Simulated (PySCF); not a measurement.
## Exact mass, isotope pattern and composition

Species: neopentane (`CC(C)(C)C`).

Calculated for natural abundance.

Question: What are the average molar mass and the monoisotopic mass?

Answer: For C5H12, with standard atomic weights, 5 × 12.011 + 12 × 1.008 = 72.151 g/mol. From the most abundant isotopes (12C, 1H), 5 × 12.000000 + 12 × 1.007825 = 72.0939 u.

Question: Work out the cluster of the molecular ion M+•, one line a nominal mass.

Answer: 
```csv
nominal mass,m/z (centroid),relative intensity
72,72.0934,100.0
73,73.0968,5.5
74,74.1002,0.1
```

Lines under 0.1 % of the tallest are left out. One electron mass, 0.00055 u, is taken off. Abundances used (%; other tables differ somewhat): 12C 98.93, 13C 1.07; 1H 99.9885, 2H 0.0115.

Question: How much CO2 and H2O would complete combustion of 5.00 mg give?

Answer: 69.30 μmol of compound give 15.25 mg CO2 and 7.49 mg H2O.

Question: What resolving power m/Δm just matches the spacing of the species with one 13C and with one 2H?

Answer: They lie 0.00292 u apart at mass 73.10, so m/Δm is about 25000.

Question: Which m/z would the protonated, sodiated and deprotonated molecule have?

Answer: [M+H]+ 73.1012, [M+Na]+ 95.0831, [M−H]− 71.0866, for the monoisotopic species (arithmetic only; whether such ions form is another matter).
